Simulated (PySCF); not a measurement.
# C3H2O: reorganisation energies

Aim: compute the reorganisation energies of C3H2O (`O=c1cc1`).

Programs: PySCF 2.14.0, with routines of our own; each step states its level. All values are computed. Atoms count from 0.

### Step 1. The system as given

6 atoms, charge 0, multiplicity 1; geometry from: GFN2-xTB.

### Step 2. Relaxing the molecule at PBE0/cc-pVDZ

Job settings and geometry (Å):

```
{"job": {"xc": "PBE0", "basis": "cc-pVDZ", "grid": 1, "kind": "geom"}, "charge": 0, "multiplicity": 1}
O      2.018723    -0.273985     0.064438
C      0.840768    -0.113796     0.024307
C     -0.499742    -0.612313    -0.031861
C     -0.319116     0.724268    -0.003269
H     -1.226229    -1.393559    -0.069659
H     -0.811283     1.671376    -0.005530
```

On the command line:

```
> OMP_NUM_THREADS=1 python excited_run.py task.json out
```

One launch serves the whole session: the jobs run in the order shown.

Log:

```text
step   0  E = -190.44047681  max force = 0.022571
step   1  E = -190.44161875  max force = 0.003525
step   2  E = -190.44163166  max force = 0.000311
optimisation converged
```

Wall time 2.3 s (1 thread of Arm Neoverse V2, shared host); peak memory 0.31 GiB.

Along the way:

```tsv
step	energy from step 0 (eV)	largest force component (eV/Å)
0	0.0000	1.1606
1	-0.0311	0.1813
2	-0.0314	0.0160
```

Close pairs (by a distance rule), those that changed most:

```tsv
bond	before (Å)	after (Å)	change (Å)
C3–H5	1.067	1.092	+0.025
C2–H4	1.068	1.092	+0.025
O0–C1	1.189	1.201	+0.012
C1–C3	1.431	1.436	+0.005
C1–C2	1.431	1.436	+0.005
C2–C3	1.349	1.349	-0.000
```

The next job starts from the end point, and lists it.

```tsv
at the end point	value
point group (found at 0.08 Å tolerance)	C2v
rotational constants (GHz, main isotopes)	31.973, 7.796, 6.268
dipole moment (D)	3.88
```

### Step 3. Relaxation after adding or removing an electron (C₃H₂O+ (doublet)): UKS PBE0/cc-pVDZ

Job settings and geometry (Å):

```
{"job": {"kind": "ionopt", "ions": [1], "xc": "PBE0", "basis": "cc-pVDZ", "grid": 1}, "charge": 1, "multiplicity": 2}
O      2.036468    -0.260816     0.048762
C      0.846578    -0.099624     0.006680
C     -0.498976    -0.597621    -0.050747
C     -0.318846     0.738992    -0.024238
H     -1.253570    -1.386180    -0.090581
H     -0.837856     1.699898    -0.028551
```

Level: UKS PBE0/cc-pVDZ geometry optimisation of the ion from the geometry of its parent, gas phase.

Log:

```text
step       E/Eh        max force   <S^2>
  0    -190.09354355   0.062896   0.7585
  1    -190.10151920   0.019455   0.7580
  2    -190.10189349   0.011306   0.7580
  3    -190.10208044   0.002089   0.7579
  4    -190.10210321   0.001121   0.7580
  5    -190.10210562   0.000386   0.7580
optimisation converged
```

Run time: 7.9 s. Hardware: 1 thread of Arm Neoverse V2, shared host; peak memory 0.31 GiB.

From this job:

```tsv
quantity	value
geometry moved (RMSD)	0.116 Å
⟨S²⟩	0.758
```

Bonds of the start that changed most:

```tsv
bond	start (Å)	end (Å)
C2–C3	1.349	1.319
O0–C1	1.202	1.192
C1–C2	1.436	1.441
C3–C1	1.436	1.441
C3–H5	1.092	1.095
C2–H4	1.092	1.095
```

Mulliken spin populations:

```tsv
atom	value (e)
O0	0.66
C1	-0.04
C2	0.16
C3	0.16
H4	0.03
H5	0.03
```

### Step 4. Reorganisation energies: UKS PBE0/cc-pVDZ

Job settings and geometry (Å):

```
{"job": {"kind": "reorg", "ions": [1, -1], "xc": "PBE0", "basis": "cc-pVDZ", "grid": 1}, "charge": 0, "multiplicity": 1}
O      2.036468    -0.260816     0.048762
C      0.846578    -0.099624     0.006680
C     -0.498976    -0.597621    -0.050747
C     -0.318846     0.738992    -0.024238
H     -1.253570    -1.386180    -0.090581
H     -0.837856     1.699898    -0.028551
```

Level: UKS PBE0/cc-pVDZ four-point reorganisation energy, gas phase.

Log:

```text
final grid: 25664 points
cycle   1  E = -190.3195581320  dE =  8.555e-01  |g| = 7.546e-01  |ddm| = 4.932e+00
cycle   2  E = -189.8115037290  dE =  5.081e-01  |g| = 1.739e+00  |ddm| = 3.218e+00
cycle   3  E = -190.4393689527  dE = -6.279e-01  |g| = 9.000e-02  |ddm| = 2.239e+00
cycle   4  E = -190.4411504638  dE = -1.782e-03  |g| = 4.243e-02  |ddm| = 2.503e-01
cycle   5  E = -190.4416281319  dE = -4.777e-04  |g| = 3.893e-03  |ddm| = 7.880e-02
cycle   6  E = -190.4416312804  dE = -3.148e-06  |g| = 1.270e-03  |ddm| = 6.580e-03
cycle   7  E = -190.4416315771  dE = -2.967e-07  |g| = 5.585e-04  |ddm| = 2.460e-03
cycle   8  E = -190.4416316620  dE = -8.485e-08  |g| = 6.832e-05  |ddm| = 1.089e-03
cycle   9  E = -190.4416316626  dE = -5.898e-10  |g| = 5.730e-05  |ddm| = 1.719e-04
cycle  10  E = -190.4416316634  dE = -8.469e-10  |g| = 6.662e-06  |ddm| = 8.416e-05
converged SCF energy = -190.4416316634

hole transfer: vertical 9.3982 eV, relaxation of the ion converged
  adiabatic 9.2390 eV, lambda(ion) 0.1593, lambda(parent) 0.1940, total 0.3533 eV

electron transfer: vertical -1.3943 eV, relaxation of the ion skipped
```

Wall time 1.6 s (1 thread of Arm Neoverse V2, shared host); peak memory 0.32 GiB.

### Step 5. Relaxation after adding or removing an electron (C₃H₂O+ (doublet)): UKS PBE0/cc-pVDZ

Job settings and geometry (Å):

```
{"job": {"kind": "ionopt", "ions": [1], "xc": "PBE0", "basis": "cc-pVDZ", "grid": 1, "rattle": 0}, "charge": 1, "multiplicity": 2}
O      2.036468    -0.260816     0.048762
C      0.846578    -0.099624     0.006680
C     -0.498976    -0.597621    -0.050747
C     -0.318846     0.738992    -0.024238
H     -1.253570    -1.386180    -0.090581
H     -0.837856     1.699898    -0.028551
```

Method: UKS PBE0/cc-pVDZ geometry optimisation of the ion from the geometry of its parent, gas phase.

Log:

```text
step       E/Eh        max force   <S^2>
  0    -190.09625309   0.038846   0.7584
  1    -190.09294475   0.042275   0.7580
  2    -190.09823547   0.019811   0.7581
  3    -190.10203659   0.004984   0.7580
  4    -190.10208026   0.002462   0.7580
  5    -190.10209224   0.001022   0.7580
  6    -190.10210084   0.000547   0.7580
  7    -190.10210340   0.000690   0.7580
  8    -190.10210408   0.000342   0.7580
optimisation converged
```

Run time: 10 s. Hardware: 1 thread of Arm Neoverse V2, shared host; peak memory 0.32 GiB.

In short:

```tsv
quantity	value
geometry moved (RMSD)	0.117 Å
⟨S²⟩	0.758
```

Bonds of the start that changed most:

```tsv
bond	start (Å)	end (Å)
C2–C3	1.349	1.319
O0–C1	1.202	1.192
C1–C2	1.436	1.440
C3–C1	1.436	1.440
C3–H5	1.092	1.095
C2–H4	1.092	1.095
```

### Step 6. Reorganisation energies: UKS PBE0/cc-pVDZ

Job settings and geometry (Å):

```
{"job": {"kind": "reorg", "ions": [1], "xc": "PBE0", "basis": "cc-pVDZ", "grid": 1, "rattle": 0}, "charge": 0, "multiplicity": 1}
O      2.036468    -0.260816     0.048762
C      0.846578    -0.099624     0.006680
C     -0.498976    -0.597621    -0.050747
C     -0.318846     0.738992    -0.024238
H     -1.253570    -1.386180    -0.090581
H     -0.837856     1.699898    -0.028551
```

With the program's defaults for keys left out, this is: UKS PBE0/cc-pVDZ four-point reorganisation energy, gas phase.

Log:

```text
final grid: 25664 points
cycle   1  E = -190.3195581320  dE =  8.555e-01  |g| = 7.546e-01  |ddm| = 4.932e+00
cycle   2  E = -189.8115037290  dE =  5.081e-01  |g| = 1.739e+00  |ddm| = 3.218e+00
cycle   3  E = -190.4393689527  dE = -6.279e-01  |g| = 9.000e-02  |ddm| = 2.239e+00
cycle   4  E = -190.4411504638  dE = -1.782e-03  |g| = 4.243e-02  |ddm| = 2.503e-01
cycle   5  E = -190.4416281319  dE = -4.777e-04  |g| = 3.893e-03  |ddm| = 7.880e-02
cycle   6  E = -190.4416312804  dE = -3.148e-06  |g| = 1.270e-03  |ddm| = 6.580e-03
cycle   7  E = -190.4416315771  dE = -2.967e-07  |g| = 5.585e-04  |ddm| = 2.460e-03
cycle   8  E = -190.4416316620  dE = -8.485e-08  |g| = 6.832e-05  |ddm| = 1.089e-03
cycle   9  E = -190.4416316626  dE = -5.898e-10  |g| = 5.730e-05  |ddm| = 1.719e-04
cycle  10  E = -190.4416316634  dE = -8.469e-10  |g| = 6.662e-06  |ddm| = 8.416e-05
converged SCF energy = -190.4416316634

hole transfer: vertical 9.3982 eV, relaxation of the ion converged
  adiabatic 9.2390 eV, lambda(ion) 0.1592, lambda(parent) 0.1935, total 0.3527 eV
```

Run time: 0.56 s. Hardware: 1 thread of Arm Neoverse V2, shared host; peak memory 0.32 GiB.

### Step 7. What came out

| quantity | value |
| --- | --- |
| point group | C2v |
| rotational constants (main isotopes) | 31.97, 7.80, 6.27 GHz |
| geometry moved (RMSD) (step 3, UKS PBE0/cc-pVDZ) | 0.116 Å |
| hole reorganisation energy (step 4, UKS PBE0/cc-pVDZ) | 0.3533 eV |
| geometry moved (RMSD) (step 5, UKS PBE0/cc-pVDZ) | 0.117 Å |
| hole reorganisation energy (step 6, UKS PBE0/cc-pVDZ) | 0.3527 eV |

Over 2 steps the energy fell by 0.031 eV; of the close pairs, C3–H5 changed most, 1.067 to 1.092 Å. No frequency check was run at this level, so the end point may be a saddle. In steps 3, 5 (relaxation after adding or removing an electron), among the bonds C2–C3 changes most, from 1.349 to 1.319 Å.
